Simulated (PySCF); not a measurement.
**How far each method lies from RCCSDT for H₂Si–N, doublet**

Geometry: that of the H2Si–N, quartet, kept fixed.

```json
{"atom": "Si", "x (Å)": "0.0000", "y (Å)": "0.0000", "z (Å)": "0.5558"}
{"atom": "N", "x (Å)": "0.0000", "y (Å)": "0.0000", "z (Å)": "-1.2927"}
{"atom": "H", "x (Å)": "0.0000", "y (Å)": "1.3020", "z (Å)": "1.2391"}
{"atom": "H", "x (Å)": "0.0000", "y (Å)": "-1.3020", "z (Å)": "1.2391"}
```

Basis 6-31G; PySCF 2.14.0. Correlated methods freeze the noble-gas cores, which leaves 11 electrons in 20 orbitals. Prefix R: restricted or restricted open-shell reference; prefix U: unrestricted.

Full CI isn't at hand for all of this; RCCSDT serves as the reference. It lacks quadruple excitations, which often exceed the step from CCSD(T) to CCSDT. The frozen core follows each run's orbitals, which can shift R against U totals by a few meV.

- UHF ⟨S²⟩: 1.583
- ⟨S²⟩ of the determinant under UCCSD: 0.782
- T1 diagnostic (ROHF- or RHF-based CCSD): 0.0450
- largest doubles amplitude (ROHF- or RHF-based CCSD): 0.238

| level | E − E(RCCSDT) (kcal/mol) | share of correlation (%) | wall time |
| --- | --- | --- | --- |
| RHF | 127.78 | 0.00 | – |
| RMP2 | 20.09 | 84.28 | – |
| RCCSD | 5.39 | 95.79 | – |
| RCCSD(T) | 0.49 | 99.62 | 0.52 s |

The correlation energy at RCCSDT, counted from RHF, is -5.541 eV. That run took 19 s on 1 thread of Arm Neoverse V2, shared host.

Run but not shown, since their state, orbitals or frozen core can't be matched to the reference's or they repeat it: UHF, UMP2, UCCSD, UCCSD(T), UCCSDT.

Times are those of the correlated step on a shared host, with one SCF added for the restricted CCSD run; they ran on 1 thread of Arm Neoverse V2.
